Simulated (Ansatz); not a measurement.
Two shapes of doublet H2O(+).

Shape 1:

```xyz
3

O     0.0008    0.0480   -0.1307
H    -0.0138    0.7737    0.4560
H    -0.0113   -0.8068    0.5142
```

Shape 2:

```xyz
3

O    -0.0042   -0.0019   -0.1257
H    -0.0038    0.8113    0.4691
H     0.0076   -0.8170    0.4729
```

Basis set: STO-3G (spherical functions). Left uncorrelated: 1 orbital. Charge 1, multiplicity 2.

Computed with Ansatz (development build ahead of 0.2.0); each method stands on the lowest determinant of its kind that the runs found.

(1) Which shape is lower in energy, and by how much in each method?

Answers

(1)

```csv
method,E(2) − E(1) (eV)
UHF,-0.351
UHF-MP2,-0.350
```

Shape 2 is lower.
